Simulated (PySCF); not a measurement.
C₃H₄F₂N (charge +1).
Bonds: C1–N2, N2–C3 (triple), C3–C4, C4–F5, C4–F6. Hydrogens: H7, H8, H9 on C1; H10 on C4.
Bond orders are those of one Lewis drawing.

Computed by this run: PySCF 2.14.0, PBE0-D3(BJ)/def2-SVP geometry optimisation, gas phase; density fitting, grid level 1; the optimiser is geomeTRIC in internal coordinates, started from a GFN2-xTB structure.

Step 0: E = -10072.5656 eV
```
atom  x, y, z in Å  |  force x, y, z in eV/Å
C1     -1.9887   -0.0506   -0.2368   -1.911  -0.010   0.057
N2     -0.6315   -0.0349   -0.2300    2.449  -0.084  -0.172
C3      0.5151   -0.0340   -0.2436   -1.253   0.169   0.266
C4      1.9862    0.0245   -0.1761    2.097   0.216   0.291
F5      2.3815   -0.4849    0.9945   -0.475   0.029  -0.348
F6      2.3681    1.3029   -0.2519   -0.454  -0.337  -0.096
H7     -2.3480   -0.8888    0.3703   -0.070  -0.180   0.124
H8     -2.3569   -0.1622   -1.2619   -0.056  -0.020  -0.230
H9     -2.3663    0.8864    0.1870   -0.081   0.194   0.075
H10     2.4469   -0.5513   -1.0063   -0.246   0.022   0.032
```

Step 1: E = -10072.6571 eV
```
atom  x, y, z in Å  |  force x, y, z in eV/Å
C1     -2.0251   -0.0609   -0.2375   -0.067  -0.111  -0.154
N2     -0.6142   -0.0382   -0.2704   -0.324   0.226   0.254
C3      0.5232    0.0379   -0.2192    0.406  -0.160  -0.281
C4      2.0503    0.0445   -0.1685   -0.771  -0.170   0.037
F5      2.3444   -0.5198    0.9870    0.365   0.024   0.124
F6      2.4257    1.3000   -0.2338    0.308   0.157   0.049
H7     -2.3419   -0.8977    0.4001   -0.035  -0.030   0.014
H8     -2.3913   -0.1997   -1.2641   -0.068  -0.007  -0.018
H9     -2.3825    0.8935    0.1724    0.005   0.049   0.016
H10     2.4179   -0.5524   -1.0207    0.181   0.022  -0.040
```

Step 2: E = -10072.6716 eV
```
atom  x, y, z in Å  |  force x, y, z in eV/Å
C1     -2.0411   -0.0617   -0.2422   -0.034  -0.037  -0.064
N2     -0.6270   -0.0325   -0.2560    0.068   0.141   0.126
C3      0.5150    0.0326   -0.2119    0.169  -0.108  -0.033
C4      2.0447    0.0412   -0.1640    0.149  -0.118   0.037
F5      2.4036   -0.5133    0.9816   -0.157   0.002  -0.017
F6      2.4522    1.2909   -0.2338   -0.114   0.140  -0.003
H7     -2.3661   -0.8984    0.3938    0.009   0.000   0.002
H8     -2.4059   -0.2009   -1.2704    0.022   0.002  -0.007
H9     -2.4016    0.8939    0.1660   -0.001   0.006   0.001
H10     2.4327   -0.5448   -1.0179   -0.112  -0.028  -0.041
```

Step 3: E = -10072.6771 eV
```
atom  x, y, z in Å  |  force x, y, z in eV/Å
C1     -2.0369   -0.0606   -0.2422   -0.016  -0.020  -0.030
N2     -0.6223   -0.0278   -0.2450    0.066   0.107   0.083
C3      0.5203    0.0298   -0.2059   -0.006  -0.104  -0.047
C4      2.0453    0.0387   -0.1652   -0.007  -0.038   0.045
F5      2.3998   -0.5146    0.9818   -0.037   0.003  -0.038
F6      2.4386    1.2948   -0.2353   -0.014   0.039  -0.008
H7     -2.3637   -0.8981    0.3922    0.005   0.007  -0.004
H8     -2.3922   -0.2012   -1.2736    0.021   0.003  -0.004
H9     -2.4028    0.8944    0.1634   -0.003  -0.005  -0.005
H10     2.4202   -0.5482   -1.0249   -0.008   0.008   0.009
```

**Question.** Estimate the geometry and energy of step 4. (The exact step hangs on the optimiser's Hessian estimate; all steps are aligned on step 3, rigid shifts and turns removed.)

**Answer.** E = -10072.6791 eV, largest force 0.085 eV/Å
```
atom  x, y, z in Å  |  force x, y, z in eV/Å
C1     -2.0351   -0.0586   -0.2415    0.007  -0.010  -0.006
N2     -0.6204   -0.0222   -0.2302    0.003   0.059   0.035
C3      0.5224    0.0235   -0.1988   -0.042  -0.065  -0.035
C4      2.0438    0.0358   -0.1663   -0.020   0.020   0.012
F5      2.4036   -0.5165    0.9783    0.017  -0.005  -0.003
F6      2.4274    1.2966   -0.2388    0.014  -0.015   0.003
H7     -2.3651   -0.8968    0.3900   -0.003   0.005  -0.006
H8     -2.3752   -0.2012   -1.2776    0.003   0.003  -0.004
H9     -2.4097    0.8950    0.1594    0.000  -0.003  -0.007
H10     2.4149   -0.5484   -1.0292    0.022   0.010   0.012
```

The energy changes by -0.0020 eV. The first-order estimate −F·Δx gives -0.0029 eV and the mean of the old and new forces, exact on a quadratic surface, -0.0018 eV. The step makes an angle of 64° with the force vector and moves no atom by more than 0.017 Å.

What follows is the cost of the whole optimisation. The run took 30 s of wall time on an Arm Neoverse V2 with one thread, no GPU, shared host with 32 logical CPUs at a one-minute load of 14, and the process peaked at 0.41 GiB of memory.
